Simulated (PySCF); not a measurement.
# The bond of MgH+, level by level

Aim: find the lowest electronic state of MgH+, scan its bond at several levels of theory, and get bond length, wavenumber and dissociation energy from each curve.

Computed with PySCF 2.14.0. Level: Mg STO-3G, H STO-3G, no relativity.

## Step 1: Set-up

Settings of the job:

```json
{
  "atoms": "Mg, H",
  "charge": "1",
  "basis": "Mg STO-3G, H STO-3G",
  "Hamiltonian": "no relativity",
  "basis functions": "10",
  "electrons treated": "12",
  "masses in u": "23.9850, 1.0078",
  "levels": "PBE0, PBE, r²SCAN, PBEsol, B97-3, M06-2X, HF, MP2, SCS-MP2, CCSD, CCSD(T)",
  "grid": "80 radial by 434 angular points",
  "occupations": "held fixed by the projection of orbital angular momentum",
  "dissociation limit": "Mg+ + H, each in its ground configuration",
  "starting distance in angstrom": "1.775",
  "values of 2S to try": "0, 2"
}
```

Command:

```console
OMP_NUM_THREADS=1 python dia.py task.json out
```

The job searches for the state first and then visits each distance with every level. Its results follow level by level.

## Step 2: State search with unrestricted PBE0

Unrestricted PBE0 solutions at 1.775 Å, counted from the lowest. The search isn't exhaustive.

```csv
2Ms+1,unpaired,term,E (eV),⟨S²⟩,⟨Lz²⟩,μ (D)
1,none,¹Σ⁺,0.00,0.00,0.00,-3.07
3,σ ↑↑,³Σ⁺,3.60,2.00,0.00,1.24
3,"σ ↑, π ↑",³Π,9.59,2.00,1.00,0.47
```

3 of 6 solutions are listed, lowest first.

A term symbol stands only where ⟨S²⟩ and ⟨Lz²⟩ are near those of a pure state. A positive dipole points from Mg to H; in an ion it is taken about the centre of mass and does not tell which atom is negative.

The most promising solutions are followed along the bond (rough minima from three points):

```csv
2Ms+1,unpaired,R at minimum (Å),energy at minimum (eV)
1,none,1.54,0.00
3,σ ↑↑,not bracketed,≤ 3.72
```

The search made 7 SCF attempts at the starting distance; with the short scans it took 1.7 s of wall time (1 thread of Intel Xeon 6975P-C (Granite Rapids), shared host).

## Step 3: PBE0 along the bond

State followed: ¹Σ⁺ (singlet), closed shell. The scan is laid around 1.536 Å.

Output of the SCF at 1.536 Å:

```text
******** <class 'pyscf.dft.uks_symm.SymAdaptedUKS'> ********
method = SymAdaptedUKS
initial guess = minao
damping factor = 0
level_shift factor = 0
DIIS = <class 'pyscf.scf.diis.CDIIS'>
diis_start_cycle = 1
diis_space = 10
diis_damp = 0
SCF conv_tol = 1e-09
SCF conv_tol_grad = None
SCF max_cycles = 60
direct_scf = False
max_memory 909 MB (current use 217 MB)
number electrons alpha = 6  beta = 6
XC library pyscf.dft.libxc version 7.0.0
    S. Lehtola, C. Steigemann, M. J.T. Oliveira, and M. A.L. Marques.,  SoftwareX 7, 1–5 (2018)
XC functionals = PBE0
    C. Adamo and V. Barone.,  J. Chem. Phys. 110, 6158 (1999)
    M. Ernzerhof and G. E. Scuseria.,  J. Chem. Phys. 110, 5029 (1999)
small_rho_cutoff = 0
Overwritten attributes  get_jk get_j get_k get_hcore get_occ  of <class 'pyscf.dft.uks_symm.SymAdaptedUKS'>
<class 'pyscf.dft.uks_symm.SymAdaptedUKS'> does not have attributes  refdm
Set gradient conv threshold to 3.16228e-05
init E= -197.836993201241
cycle= 1 E= -197.84002064968  delta_E= -0.00303  |g|= 0.00111  |ddm|= 0.00483
cycle= 2 E= -197.840021486192  delta_E= -8.37e-07  |g|= 0.00102  |ddm|= 0.00583
cycle= 3 E= -197.84002270593  delta_E= -1.22e-06  |g|= 5.77e-05  |ddm|= 0.00235
cycle= 4 E= -197.840022710281  delta_E= -4.35e-09  |g|= 4.86e-06  |ddm|= 0.000149
cycle= 5 E= -197.84002271029  delta_E= -9.49e-12  |g|= 5.83e-08  |ddm|= 4.49e-06
Extra cycle  E= -197.84002271029  delta_E= 8.53e-14  |g|= 4.52e-08  |ddm|= 2.41e-07
converged SCF energy = -197.84002271029  <S^2> = 0  2S+1 = 1
```

The curve and what changes along it:

```csv
R (Å),E (eV),μ (D),Mulliken charge of Mg (e),Mayer bond order,⟨S²⟩,HOMO (eV),LUMO (eV)
1.3210,0.5992,-3.18,1.19,0.96,0.00,-13.33,-5.01
1.3824,0.2844,-3.19,1.18,0.97,0.00,-13.16,-5.10
1.4438,0.0960,-3.20,1.17,0.97,0.00,-12.97,-5.18
1.4899,0.0232,-3.20,1.17,0.97,0.00,-12.83,-5.24
1.5360,0.0000,-3.19,1.16,0.97,0.00,-12.68,-5.29
1.5821,0.0190,-3.18,1.15,0.98,0.00,-12.54,-5.35
1.6435,0.0991,-3.15,1.15,0.98,0.00,-12.34,-5.42
1.7203,0.2699,-3.11,1.14,0.98,0.00,-12.10,-5.50
1.8125,0.5518,-3.04,1.13,0.98,0.00,-11.81,-5.60
1.9354,1.0129,-2.91,1.11,0.99,0.00,-11.44,-5.72
```

The fit gives Re = 1.537 Å, ωe = 2357 cm⁻¹, ωexe = 21.3 cm⁻¹, αe = 0.109 cm⁻¹, Be = 7.377 cm⁻¹, De = 3.22 eV, μ = -3.19 D.

Orbitals nearest the gap at 1.536 Å:

```csv
spin,orbital,ε (eV),filled,made of
both,σ,-12.68,yes,"H s 58 %, Mg s 36 %"
both,σ,-5.29,no,"Mg s 54 %, Mg p 29 %, H s 17 %"
both,π,0.50,no,Mg p 100 %
both,π,0.50,no,Mg p 100 %
```

Polarisability there: 13.5 bohr³ along the bond, 5.2 across it. Without diffuse functions these come out too small, above all across the bond.

## Step 4: Orbitals, density and potential

The fields below are evaluated on a grid from the run's orbitals.

Frontier orbitals at PBE0, with the share of their density that lies nearest to each atom:

```csv
orbital,energy (eV),lies on
HOMO,-12.68,H2 70 %; Mg1 30 %
LUMO,-5.29,Mg1 83 %; H2 17 %
```

ELF in a plane through or near 2 of the atoms.

Ten even steps from '0' (0.00) to '9' (1.00):
```
0000000000000000000000000000
0000000000000000000000000000
0000000000011110000000000000
0000000123567777653200000000
0000000245688899886410000000
0000011345578999999972000000
0000022211113799999997400000
0000122111321289999999820000
0000111046885169999999940000
0000111168777159999999950000
0000111168777159999999950000
0000111046885169999999940000
0000122111321289999999820000
0000022211112799999997400000
0000011344578999999972000000
0000000245688999986410000000
0000000123567777653200000000
0000000000111210000000000000
0000000000000000000000000000
0000000000000000000000000000
```
The map spans 6.7 Å across and 5.2 Å up, centred on the molecule. Atoms in the plane (x, y in Å): Mg1 (-0.8, 0.0), H2 (0.8, 0.0).

On the surface of density 0.002 e/bohr³ the electrostatic potential runs, from the 1st to the 99th percentile, from 3.92 to 14.89 V.

## Step 5: Higher solutions at PBE0

State 2: ³Σ⁺ (triplet), unpaired electrons σ ↑↑, an excited solution.

The SCF at the reference distance, 1.536 Å, printed:

```text
******** <class 'pyscf.dft.uks_symm.SymAdaptedUKS'> ********
method = SymAdaptedUKS
initial guess = minao
damping factor = 0
level_shift factor = 0
DIIS = <class 'pyscf.scf.diis.CDIIS'>
diis_start_cycle = 1
diis_space = 10
diis_damp = 0
SCF conv_tol = 1e-09
SCF conv_tol_grad = None
SCF max_cycles = 60
direct_scf = False
max_memory 909 MB (current use 231 MB)
number electrons alpha = 7  beta = 5
XC library pyscf.dft.libxc version 7.0.0
    S. Lehtola, C. Steigemann, M. J.T. Oliveira, and M. A.L. Marques.,  SoftwareX 7, 1–5 (2018)
XC functionals = PBE0
    C. Adamo and V. Barone.,  J. Chem. Phys. 110, 6158 (1999)
    M. Ernzerhof and G. E. Scuseria.,  J. Chem. Phys. 110, 5029 (1999)
small_rho_cutoff = 0
Set gradient conv threshold to 3.16228e-05
init E= -197.657347729254
cycle= 1 E= -197.657324888562  delta_E= 2.28e-05  |g|= 0.000698  |ddm|= 0.00924
cycle= 2 E= -197.657325127072  delta_E= -2.39e-07  |g|= 0.000228  |ddm|= 0.000932
cycle= 3 E= -197.657325145584  delta_E= -1.85e-08  |g|= 1.33e-05  |ddm|= 0.000175
cycle= 4 E= -197.657325145735  delta_E= -1.51e-10  |g|= 4.61e-07  |ddm|= 3.29e-05
Extra cycle  E= -197.657325145735  delta_E= -2.56e-13  |g|= 7.83e-08  |ddm|= 1.52e-06
converged SCF energy = -197.657325145735  <S^2> = 2.0000679  2S+1 = 3.0000453
```

No constants are quoted: no minimum is bracketed among the points kept.

Energy (eV) from the lowest point of the lowest state:

```csv
R (Å),lowest,state 2
1.321,0.599,6.640
1.382,0.284,6.049
1.444,0.096,5.558
1.490,0.023,5.244
1.536,0.000,4.971
1.582,0.019,4.734
1.643,0.099,4.464
1.720,0.270,4.189
1.812,0.552,3.933
1.935,1.013,3.685
```

## Step 6: PBE (GGA)

Output of the SCF at 1.536 Å:

```text
******** <class 'pyscf.dft.uks_symm.SymAdaptedUKS'> ********
method = SymAdaptedUKS
initial guess = minao
damping factor = 0
level_shift factor = 0
DIIS = <class 'pyscf.scf.diis.CDIIS'>
diis_start_cycle = 1
diis_space = 10
diis_damp = 0
SCF conv_tol = 1e-09
SCF conv_tol_grad = None
SCF max_cycles = 60
direct_scf = False
max_memory 909 MB (current use 233 MB)
number electrons alpha = 6  beta = 6
XC library pyscf.dft.libxc version 7.0.0
    S. Lehtola, C. Steigemann, M. J.T. Oliveira, and M. A.L. Marques.,  SoftwareX 7, 1–5 (2018)
XC functionals = PBE
    J. P. Perdew, K. Burke, and M. Ernzerhof.,  Phys. Rev. Lett. 77, 3865 (1996)
    J. P. Perdew, K. Burke, and M. Ernzerhof.,  Phys. Rev. Lett. 78, 1396 (1997)
    J. P. Perdew, K. Burke, and M. Ernzerhof.,  Phys. Rev. Lett. 77, 3865 (1996)
    J. P. Perdew, K. Burke, and M. Ernzerhof.,  Phys. Rev. Lett. 78, 1396 (1997)
small_rho_cutoff = 0
Set gradient conv threshold to 3.16228e-05
init E= -197.805933967127
cycle= 1 E= -197.806246182257  delta_E= -0.000312  |g|= 0.0176  |ddm|= 0.0907
cycle= 2 E= -197.805837831442  delta_E= 0.000408  |g|= 0.023  |ddm|= 0.11
cycle= 3 E= -197.806645526376  delta_E= -0.000808  |g|= 0.00447  |ddm|= 0.0713
cycle= 4 E= -197.806656871327  delta_E= -1.13e-05  |g|= 6.45e-05  |ddm|= 0.00639
cycle= 5 E= -197.806656879404  delta_E= -8.08e-09  |g|= 1.53e-05  |ddm|= 0.000257
cycle= 6 E= -197.806656879744  delta_E= -3.4e-10  |g|= 4.23e-08  |ddm|= 4.18e-05
Extra cycle  E= -197.806656879744  delta_E= -5.68e-14  |g|= 7.35e-08  |ddm|= 3.13e-07
converged SCF energy = -197.806656879744  <S^2> = 8.8817842e-16  2S+1 = 1
```

Re = 1.556 Å, ωe = 2246 cm⁻¹, ωexe = 22.8 cm⁻¹, αe = 0.119 cm⁻¹, Be = 7.202 cm⁻¹, De = 3.37 eV, μ = -2.96 D.

## Step 7: r²SCAN (meta-GGA)

Output of the SCF at 1.536 Å:

```text
******** <class 'pyscf.dft.uks_symm.SymAdaptedUKS'> ********
method = SymAdaptedUKS
initial guess = minao
damping factor = 0
level_shift factor = 0
DIIS = <class 'pyscf.scf.diis.CDIIS'>
diis_start_cycle = 1
diis_space = 10
diis_damp = 0
SCF conv_tol = 1e-09
SCF conv_tol_grad = None
SCF max_cycles = 60
direct_scf = False
max_memory 909 MB (current use 232 MB)
number electrons alpha = 6  beta = 6
XC library pyscf.dft.libxc version 7.0.0
    S. Lehtola, C. Steigemann, M. J.T. Oliveira, and M. A.L. Marques.,  SoftwareX 7, 1–5 (2018)
XC functionals = R2SCAN
    J. W. Furness, A. D. Kaplan, J. Ning, J. P. Perdew, and J. Sun.,  J. Phys. Chem. Lett. 11, 8208-8215 (2020)
    J. W. Furness, A. D. Kaplan, J. Ning, J. P. Perdew, and J. Sun.,  J. Phys. Chem. Lett. 11, 9248-9248 (2020)
    J. W. Furness, A. D. Kaplan, J. Ning, J. P. Perdew, and J. Sun.,  J. Phys. Chem. Lett. 11, 8208-8215 (2020)
    J. W. Furness, A. D. Kaplan, J. Ning, J. P. Perdew, and J. Sun.,  J. Phys. Chem. Lett. 11, 9248-9248 (2020)
small_rho_cutoff = 0
Set gradient conv threshold to 3.16228e-05
init E= -197.912698363105
cycle= 1 E= -197.912684759934  delta_E= 1.36e-05  |g|= 0.00991  |ddm|= 0.0492
cycle= 2 E= -197.912634068729  delta_E= 5.07e-05  |g|= 0.0123  |ddm|= 0.0566
cycle= 3 E= -197.912812175597  delta_E= -0.000178  |g|= 0.00027  |ddm|= 0.0298
cycle= 4 E= -197.91281227103  delta_E= -9.54e-08  |g|= 4.02e-06  |ddm|= 0.000712
cycle= 5 E= -197.912812271068  delta_E= -3.76e-11  |g|= 1.9e-06  |ddm|= 1.9e-05
Extra cycle  E= -197.912812271067  delta_E= 1.11e-12  |g|= 2.11e-06  |ddm|= 9.68e-06
converged SCF energy = -197.912812271067  <S^2> = 8.8817842e-16  2S+1 = 1
```

Re = 1.540 Å, ωe = 2344 cm⁻¹, ωexe = 21.8 cm⁻¹, αe = 0.113 cm⁻¹, Be = 7.348 cm⁻¹, De = 3.18 eV, μ = -3.31 D.

## Step 8: PBEsol (GGA)

Log of the SCF at 1.536 Å:

```text
******** <class 'pyscf.dft.uks_symm.SymAdaptedUKS'> ********
method = SymAdaptedUKS
initial guess = minao
damping factor = 0
level_shift factor = 0
DIIS = <class 'pyscf.scf.diis.CDIIS'>
diis_start_cycle = 1
diis_space = 10
diis_damp = 0
SCF conv_tol = 1e-09
SCF conv_tol_grad = None
SCF max_cycles = 60
direct_scf = False
max_memory 909 MB (current use 232 MB)
number electrons alpha = 6  beta = 6
XC library pyscf.dft.libxc version 7.0.0
    S. Lehtola, C. Steigemann, M. J.T. Oliveira, and M. A.L. Marques.,  SoftwareX 7, 1–5 (2018)
XC functionals = PBEsol
    J. P. Perdew, A. Ruzsinszky, G. I. Csonka, O. A. Vydrov, G. E. Scuseria, L. A. Constantin, X. Zhou, and K. Burke.,  Phys. Rev. Lett. 100, 136406 (2008)
    J. P. Perdew, A. Ruzsinszky, G. I. Csonka, O. A. Vydrov, G. E. Scuseria, L. A. Constantin, X. Zhou, and K. Burke.,  Phys. Rev. Lett. 100, 136406 (2008)
small_rho_cutoff = 0
Set gradient conv threshold to 3.16228e-05
init E= -197.36226024853
cycle= 1 E= -197.362632346746  delta_E= -0.000372  |g|= 0.02  |ddm|= 0.0949
cycle= 2 E= -197.362228609493  delta_E= 0.000404  |g|= 0.0247  |ddm|= 0.119
cycle= 3 E= -197.363132933217  delta_E= -0.000904  |g|= 0.00497  |ddm|= 0.0762
cycle= 4 E= -197.363146856375  delta_E= -1.39e-05  |g|= 2.65e-05  |ddm|= 0.00694
cycle= 5 E= -197.363146857481  delta_E= -1.11e-09  |g|= 1.51e-05  |ddm|= 0.000121
cycle= 6 E= -197.363146857801  delta_E= -3.21e-10  |g|= 1.26e-08  |ddm|= 4.09e-05
Extra cycle  E= -197.363146857801  delta_E= -1.42e-13  |g|= 1.14e-08  |ddm|= 3.88e-08
converged SCF energy = -197.363146857801  <S^2> = 3.5527137e-15  2S+1 = 1
```

Re = 1.553 Å, ωe = 2265 cm⁻¹, ωexe = 22.6 cm⁻¹, αe = 0.117 cm⁻¹, Be = 7.231 cm⁻¹, De = 3.45 eV, μ = -2.94 D.

## Step 9: B97-3 (global hybrid GGA)

The SCF at the reference distance, 1.536 Å, printed:

```text
******** <class 'pyscf.dft.uks_symm.SymAdaptedUKS'> ********
method = SymAdaptedUKS
initial guess = minao
damping factor = 0
level_shift factor = 0
DIIS = <class 'pyscf.scf.diis.CDIIS'>
diis_start_cycle = 1
diis_space = 10
diis_damp = 0
SCF conv_tol = 1e-09
SCF conv_tol_grad = None
SCF max_cycles = 60
direct_scf = False
max_memory 909 MB (current use 232 MB)
number electrons alpha = 6  beta = 6
XC library pyscf.dft.libxc version 7.0.0
    S. Lehtola, C. Steigemann, M. J.T. Oliveira, and M. A.L. Marques.,  SoftwareX 7, 1–5 (2018)
XC functionals = HYB_GGA_XC_B97_3
    T. W. Keal and D. J. Tozer.,  J. Chem. Phys. 123, 121103 (2005)
small_rho_cutoff = 0
Set gradient conv threshold to 3.16228e-05
init E= -197.937911680999
cycle= 1 E= -197.937938415772  delta_E= -2.67e-05  |g|= 0.00093  |ddm|= 0.0121
cycle= 2 E= -197.937939061566  delta_E= -6.46e-07  |g|= 0.000443  |ddm|= 0.00294
cycle= 3 E= -197.937939308789  delta_E= -2.47e-07  |g|= 0.000144  |ddm|= 0.00144
cycle= 4 E= -197.937939324589  delta_E= -1.58e-08  |g|= 2.05e-05  |ddm|= 0.000221
cycle= 5 E= -197.937939325059  delta_E= -4.7e-10  |g|= 1.69e-07  |ddm|= 4.84e-05
Extra cycle  E= -197.937939325059  delta_E= 8.53e-14  |g|= 5.09e-08  |ddm|= 3.49e-07
converged SCF energy = -197.937939325059  <S^2> = 3.5527137e-15  2S+1 = 1
```

Re = 1.540 Å, ωe = 2343 cm⁻¹, ωexe = 23.1 cm⁻¹, αe = 0.110 cm⁻¹, Be = 7.352 cm⁻¹, De = 3.36 eV, μ = -3.14 D. 1.2 s of CPU time for 12 points, integrals apart.

## Step 10: M06-2X (hybrid meta-GGA)

Output of the SCF at 1.536 Å:

```text
******** <class 'pyscf.dft.uks_symm.SymAdaptedUKS'> ********
method = SymAdaptedUKS
initial guess = minao
damping factor = 0
level_shift factor = 0
DIIS = <class 'pyscf.scf.diis.CDIIS'>
diis_start_cycle = 1
diis_space = 10
diis_damp = 0
SCF conv_tol = 1e-09
SCF conv_tol_grad = None
SCF max_cycles = 60
direct_scf = False
max_memory 909 MB (current use 232 MB)
number electrons alpha = 6  beta = 6
XC library pyscf.dft.libxc version 7.0.0
    S. Lehtola, C. Steigemann, M. J.T. Oliveira, and M. A.L. Marques.,  SoftwareX 7, 1–5 (2018)
XC functionals = M062X
    Y. Zhao and D. G. Truhlar.,  Theor. Chem. Acc. 120, 215 (2008)
    Y. Zhao and D. G. Truhlar.,  Theor. Chem. Acc. 120, 215 (2008)
small_rho_cutoff = 0
Set gradient conv threshold to 3.16228e-05
init E= -197.955629625645
cycle= 1 E= -197.955689303572  delta_E= -5.97e-05  |g|= 0.00224  |ddm|= 0.0124
cycle= 2 E= -197.955691373438  delta_E= -2.07e-06  |g|= 0.000784  |ddm|= 0.00348
cycle= 3 E= -197.95569176416  delta_E= -3.91e-07  |g|= 9.31e-05  |ddm|= 0.00137
cycle= 4 E= -197.955691771892  delta_E= -7.73e-09  |g|= 9.5e-06  |ddm|= 0.000182
cycle= 5 E= -197.955691772116  delta_E= -2.24e-10  |g|= 3.79e-06  |ddm|= 3.82e-05
Extra cycle  E= -197.955691772128  delta_E= -1.22e-11  |g|= 1.13e-06  |ddm|= 8.87e-06
converged SCF energy = -197.955691772128  <S^2> = 8.8817842e-16  2S+1 = 1
```

Re = 1.526 Å, ωe = 2401 cm⁻¹, ωexe = 22.6 cm⁻¹, αe = 0.111 cm⁻¹, Be = 7.480 cm⁻¹, De = 3.24 eV, μ = -3.15 D.

## Step 11: RHF (mean field)

Log of the SCF at 1.536 Å:

```text
******** <class 'pyscf.scf.hf_symm.SymAdaptedRHF'> ********
method = SymAdaptedRHF
initial guess = minao
damping factor = 0
level_shift factor = 0
DIIS = <class 'pyscf.scf.diis.CDIIS'>
diis_start_cycle = 1
diis_space = 10
diis_damp = 0
SCF conv_tol = 1e-09
SCF conv_tol_grad = None
SCF max_cycles = 60
direct_scf = False
max_memory 909 MB (current use 233 MB)
Overwritten attributes  get_jk get_j get_k get_hcore get_occ  of <class 'pyscf.scf.hf_symm.SymAdaptedRHF'>
<class 'pyscf.scf.hf_symm.SymAdaptedRHF'> does not have attributes  refdm
Set gradient conv threshold to 3.16228e-05
init E= -197.509691220333
cycle= 1 E= -197.513221619562  delta_E= -0.00353  |g|= 0.013  |ddm|= 0.121
cycle= 2 E= -197.513396437469  delta_E= -0.000175  |g|= 0.00458  |ddm|= 0.0332
cycle= 3 E= -197.513416875365  delta_E= -2.04e-05  |g|= 0.000718  |ddm|= 0.0134
cycle= 4 E= -197.513417319895  delta_E= -4.45e-07  |g|= 4.09e-05  |ddm|= 0.00223
cycle= 5 E= -197.513417320396  delta_E= -5.01e-10  |g|= 3.67e-06  |ddm|= 5.36e-05
Extra cycle  E= -197.513417320399  delta_E= -3.1e-12  |g|= 8.26e-07  |ddm|= 2.61e-06
converged SCF energy = -197.513417320399
```

Re = 1.507 Å, ωe = 2585 cm⁻¹, ωexe = 17.5 cm⁻¹, αe = 0.0856 cm⁻¹, Be = 7.674 cm⁻¹, De = 2.19 eV, μ = -3.72 D. 0.095 s of CPU time for 12 points, integrals apart.

## Step 12: MP2 and coupled cluster

Reference: RHF; core orbitals frozen: 1.

The coupled-cluster run at the reference distance, 1.536 Å, printed:

```text
******** <class 'pyscf.cc.ccsd.CCSD'> ********
CC2 = 0
CCSD nocc = 5, nmo = 9
frozen orbitals [0]
max_cycle = 80
direct = 0
conv_tol = 1e-07
conv_tol_normt = 1e-05
diis_space = 8
diis_start_cycle = 0
diis_start_energy_diff = 1e+09
max_memory 909 MB (current use 233 MB)
Init t2, MP2 energy = -197.546401278459  E_corr(MP2) -0.0329839580594264
Init E_corr(CCSD) = -0.0329839580595622
cycle = 1  E_corr(CCSD) = -0.0374994455272577  dE = -0.00451548747  norm(t1,t2) = 0.0352899
cycle = 2  E_corr(CCSD) = -0.0400601446276678  dE = -0.0025606991  norm(t1,t2) = 0.0188625
cycle = 3  E_corr(CCSD) = -0.0422048879126144  dE = -0.00214474328  norm(t1,t2) = 0.0106051
cycle = 4  E_corr(CCSD) = -0.0421915217171647  dE = 1.33661954e-05  norm(t1,t2) = 0.0018817
cycle = 5  E_corr(CCSD) = -0.04214465754735  dE = 4.68641698e-05  norm(t1,t2) = 0.000294896
cycle = 6  E_corr(CCSD) = -0.0421498450781703  dE = -5.18753082e-06  norm(t1,t2) = 4.93527e-05
cycle = 7  E_corr(CCSD) = -0.0421490592812338  dE = 7.85796936e-07  norm(t1,t2) = 6.48866e-06
cycle = 8  E_corr(CCSD) = -0.0421491121881271  dE = -5.29068933e-08  norm(t1,t2) = 7.89292e-07
CCSD converged
E(CCSD) = -197.5555664325873  E_corr = -0.04214911218812708
CCSD(T) correction = -0.000818241465804219
```

Correlation energy (eV) along the bond:

```csv
R (Å),MP2,SCS-MP2,CCSD,CCSD(T),T1
1.321,-0.821,-0.863,n/a,n/a,n/a
1.382,-0.839,-0.883,-1.039,-1.060,0.012
1.444,-0.860,-0.908,-1.077,-1.098,0.013
1.490,-0.878,-0.928,-1.110,-1.132,0.014
1.536,-0.898,-0.951,-1.147,-1.169,0.014
1.582,-0.919,-0.977,-1.189,-1.211,0.015
1.643,-0.951,-1.015,-1.252,-1.275,0.016
1.720,-0.997,-1.070,-1.345,-1.369,0.018
1.812,-1.062,-1.147,-1.479,-1.504,0.020
1.935,-1.167,-1.273,n/a,n/a,n/a
```

RHF-MP2: Re = 1.526 Å, ωe = 2455 cm⁻¹, ωexe = 22.8 cm⁻¹, αe = 0.105 cm⁻¹, Be = 7.485 cm⁻¹, De = 2.63 eV.

RHF-SCS-MP2: Re = 1.530 Å, ωe = 2427 cm⁻¹, ωexe = 24.0 cm⁻¹, αe = 0.110 cm⁻¹, Be = 7.449 cm⁻¹, De = 2.70 eV.

RHF-CCSD: Re = 1.546 Å, ωe = 2295 cm⁻¹, ωexe = 32.4 cm⁻¹, αe = 0.137 cm⁻¹, Be = 7.289 cm⁻¹, De = 2.87 eV.

RHF-CCSD(T): Re = 1.547 Å, ωe = 2291 cm⁻¹, ωexe = 32.7 cm⁻¹, αe = 0.137 cm⁻¹, Be = 7.284 cm⁻¹, De = 2.87 eV.

## Step 13: The curves together

Energy (eV) from each level's lowest point:

```csv
R (Å),RHF,RHF-MP2,RHF-SCS-MP2,RHF-CCSD,RHF-CCSD(T),PBE,PBEsol,r²SCAN,PBE0,B97-3,M06-2X
1.321,0.504,0.574,0.586,n/a,n/a,0.659,0.650,0.614,0.599,0.609,0.554
1.382,0.209,0.261,0.270,0.310,0.311,0.330,0.323,0.294,0.284,0.291,0.252
1.444,0.047,0.079,0.085,0.111,0.112,0.125,0.121,0.102,0.096,0.100,0.076
1.490,0.000,0.013,0.017,0.031,0.031,0.038,0.036,0.026,0.023,0.026,0.013
1.536,0.006,0.000,0.000,0.000,0.000,0.000,0.000,0.000,0.000,0.000,0.000
1.582,0.058,0.031,0.027,0.010,0.010,0.002,0.005,0.016,0.019,0.017,0.029
1.643,0.188,0.128,0.118,0.077,0.076,0.059,0.065,0.092,0.099,0.093,0.122
1.720,0.429,0.324,0.305,0.225,0.223,0.197,0.209,0.258,0.270,0.259,0.308
1.812,0.807,0.636,0.605,0.469,0.465,0.437,0.456,0.532,0.552,0.534,0.606
1.935,1.410,1.135,1.083,n/a,n/a,0.837,0.866,0.981,1.013,0.983,1.088
```

The whole job (state search and all levels along the bond) took 0.23 min on 1 thread of Intel Xeon 6975P-C (shared host), peak memory 0.25 GiB.

## Step 14: Constants by level of theory

Lowest PBE0 solution found, without spin–orbit coupling: ¹Σ⁺ (singlet), closed shell. The other levels ran on it alone.

```csv
level,Re (Å),ωe (cm⁻¹),De (eV),μ (D)
RHF,1.507,2585,2.19,-3.72
RHF-MP2,1.526,2455,2.63,n/a
RHF-SCS-MP2,1.530,2427,2.70,n/a
RHF-CCSD,1.546,2295,2.87,n/a
RHF-CCSD(T),1.547,2291,2.87,n/a
PBE,1.556,2246,3.37,-2.96
PBEsol,1.553,2265,3.45,-2.94
r²SCAN,1.540,2344,3.18,-3.31
PBE0,1.537,2357,3.22,-3.19
B97-3,1.540,2343,3.36,-3.14
M06-2X,1.526,2401,3.24,-3.15
```

De is counted to Mg+ + H in their ground configurations. A positive dipole points from Mg to H; in an ion it is taken about the centre of mass and does not tell which atom is negative.

Differences from CCSD(T) in the same basis:

```csv
level,Re (mÅ),ωe (%)
RHF,-40,+12.8
RHF-MP2,-21,+7.2
RHF-SCS-MP2,-17,+5.9
RHF-CCSD,-1,+0.1
PBE,+9,-2.0
PBEsol,+6,-1.1
r²SCAN,-7,+2.3
PBE0,-10,+2.9
B97-3,-7,+2.3
M06-2X,-20,+4.8
```

Time per point (s) on 1 thread of Intel Xeon 6975P-C, shared host (CPU time, shared integrals of 0.0059 s apart; correlated levels include their reference; CCSD comes with the CCSD(T) run); the times are rough: RHF 0.01, RHF-MP2 0.012, RHF-SCS-MP2 0.012, PBE 0.11, PBEsol 0.092, r²SCAN 0.15, PBE0 0.21, B97-3 0.1, M06-2X 0.15; the reference 0.057.

In words: Judged by CCSD(T) in the same basis: best bond length RHF-CCSD (-1 mÅ), worst RHF (-40 mÅ); best wavenumber RHF-CCSD (+0.1 %), worst RHF (+12.8 %). Hartree–Fock makes the bond too short and too stiff against this reference, as it mostly does. PBE has the long and soft bond that GGAs tend to give. CCSD(T) in a basis this small is itself some way from its limit, more so than the functionals. Of the levels with a De here, RHF gives the least (2.19 eV) and PBEsol the most (3.45 eV).

Correlated steps freeze 1 core orbital. The basis is very small, so these numbers show the basis as much as the molecule.
